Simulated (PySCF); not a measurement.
BH2F, BFH2, SMILES BF, point group C2v.

Force field and properties: B3LYP/pcJ-1 (PySCF, grid level 2). Vibrational terms come from second-order perturbation theory with semi-diagonal cubic constants, by steps of ±0.6 along the normal coordinates of each isotopologue. The parent has the commonest isotopes.

Equilibrium geometry (Å):

```csv
atom,x,y,z
B1,-0.0361,0.0195,0.3122
F2,1.1484,-0.3562,-0.1303
H3,-0.1420,1.1216,0.7519
H4,-0.9294,-0.7658,0.2466
```

Species: ¹⁰B at 1. Output of the displacement run:

```
mode    cm-1    km/mol   phi_rrr   E(+)/cm-1  E(-)/cm-1
  1   1038.33    66.25       0.2     187.26     187.69
  2   1116.74   102.31       0.6     202.62     200.37
  3   1188.77    15.90    -119.4     209.82     218.45
  4   1385.75   191.05     299.5     260.77     239.18
  5   2589.01    73.96   -1047.4     430.44     505.67
  6   2700.31   203.21      -0.7     488.48     488.52
```

For the shielding of F2 (σe = 148.88 ppm):

| mode | ω (cm⁻¹) | Σr φrrs (cm⁻¹) | ∂σ/∂q | ∂²σ/∂q² |
| --- | --- | --- | --- | --- |
| 1 | 1038 | -1 | -0.005 | -6.665 |
| 2 | 1117 | 0 | -0.013 | -12.773 |
| 3 | 1189 | -397 | 13.727 | -3.278 |
| 4 | 1386 | 400 | 15.902 | -5.469 |
| 5 | 2589 | -1485 | -5.102 | -0.366 |
| 6 | 2700 | 1 | -0.001 | -0.974 |

Problem. Work out the zero-point average of this shielding.

Solution. With ⟨qs⟩ = −Σr φrrs/(4ωs) and ⟨qs²⟩ = 1/2: the mean displacements are 0.000, 0.000, 0.083, -0.072, 0.143, 0.000. The anharmonic term Σ (∂σ/∂q)⟨q⟩ is -0.73 ppm, the harmonic term ¼ Σ ∂²σ/∂q² is -7.38 ppm, so ⟨σ⟩ = 140.77 ppm.
